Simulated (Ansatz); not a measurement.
# UHSE06/STO-3G run of OF (SMILES [O]F)

What is the energy change on altering one bond length of OF at UHSE06/STO-3G? 

Program for the calculation: Ansatz 0.2.0.

43 further runs of the same task are left out: 6 that didn't finish, 37 set aside as unsound or not needed.

**1. Starting point**

OF: 2 atoms, total charge 0, spin state doublet. As SMILES, `[O]F`. The coordinates come from a GFN2-xTB relaxation.

Bond lengths: O1–F2 1.298 Å.

**2. The energy at UHSE06/STO-3G**

in.yaml

```yaml
crystal:
  periodic: [false, false, false]
  atoms:
    - symbol: O
      position_ang: [0.000000, 0.000000, 0.000000]
    - symbol: F
      position_ang: [0.000000, 0.000000, 1.298450]
basis:
  gaussian:
    orbitals: STO-3G
magnetization:
  spin_polarized: true
  initial_magnetization: 1
hamiltonian:
  xc: {name: HSE06}
accuracy: high
```

Run with:

```
$ ansatz run in.yaml --threads 1 --pin off --max-ram 2610MiB --events-out events.jsonl --progress --plain --runs-dir runs
```

Output:

```text
Warning: RAYON_NUM_THREADS=1 ignored (pool sized by the plan → 1); use --threads N
Functional definition: HSE06
  name "HSE06"
  parameter a = 0.25
  parameter omega = 0.11/bohr
  exchange = pbe_x - a*pbe_x_sr(omega) + a*exact_x_sr(omega)
  correlation = pbe_c
149 factors; integrals over basis functions are off by at most 4.4e-8 eV
30 factors; integrals over basis functions are off by at most 8.0e-10 eV
mean field evaluation 1: about -4687.3299 eV, gradient 1.3e1 eV
mean field evaluation 2: about -4686.5107 eV, gradient 1.7e1 eV
mean field evaluation 4: about -4688.5450 eV, gradient 5.6e-1 eV
mean field evaluation 8: about -4688.5549 eV, gradient 8.2e-3 eV
mean field evaluation 16: about -4688.5549 eV, gradient 1.3e-8 eV
mean field -4688.55488274 eV, -172.3012139242 hartree, gradient 1.3e-8 eV, S^2 0.750629; 0 other end points of the search recorded, 0 dependent functions left out
reference -4688.55488323 eV, -172.3012139420 hartree; 9, 8 occupied and 1, 2 virtual orbitals, 149 factors
Total energy: -4688.55488323 eV, -172.3012139420 hartree
```

It took 0.82 s on 1 thread of Arm Neoverse V1, shared host.

**3. The distorted shape at the same level**

molecule.yaml

```yaml
crystal:
  periodic: [false, false, false]
  atoms:
    - {symbol: O, position_ang: [0.000000, 0.000000, -0.324650]}
    - {symbol: F, position_ang: [0.000000, 0.000000, 1.298450]}
basis:
  gaussian: {orbitals: STO-3G}
magnetization: {spin_polarized: true, initial_magnetization: 1}
hamiltonian: {xc: hse06}
accuracy: high
```

Run with:

```
$ ansatz run molecule.yaml --threads 1 --pin off --max-ram 2610MiB --events-out events.jsonl --progress --plain --runs-dir runs
```

Output (excerpt; [...] marks lines left out):

```text
Warning: RAYON_NUM_THREADS=1 ignored (pool sized by the plan → 1); use --threads N
[... 6 set-up lines as earlier in the session ...]
149 factors; integrals over basis functions are off by at most 4.4e-8 eV
31 factors; integrals over basis functions are off by at most 2.9e-10 eV
mean field evaluation 1: about -4686.6986 eV, gradient 6.2e0 eV
mean field evaluation 2: about -4685.3124 eV, gradient 1.5e1 eV
mean field evaluation 4: about -4687.1908 eV, gradient 9.6e-1 eV
mean field evaluation 8: about -4687.2225 eV, gradient 1.8e-1 eV
mean field evaluation 16: about -4687.2228 eV, gradient 7.0e-6 eV
mean field -4687.22284463 eV, -172.2522624263 hartree, gradient 3.2e-9 eV, S^2 0.808315; 1 other end points of the search recorded, 0 dependent functions left out
reference -4687.22284513 eV, -172.2522624449 hartree; 9, 8 occupied and 1, 2 virtual orbitals, 149 factors
Total energy: -4687.22284513 eV, -172.2522624449 hartree
```

It took 0.94 s on 1 thread of Arm Neoverse V1, shared host.

**4. Results**

At UHSE06/STO-3G:

```
                                                         quantity          value
                                        first shape: total energy  -172.30121 Eh
                                                first shape: ⟨S²⟩          0.751
                                    distorted shape: total energy  -172.25226 Eh
                                            distorted shape: ⟨S²⟩          0.808
energy change with the O1–F2 bond stretched from 1.298 to 1.623 Å       1.332 eV
```

In words: With the O1–F2 bond stretched from 1.298 to 1.623 Å the energy rises by 1.33 eV (31 kcal/mol). The first shape isn't relaxed at this level, so the change isn't measured from a minimum. The minimal basis adds a large error of its own.
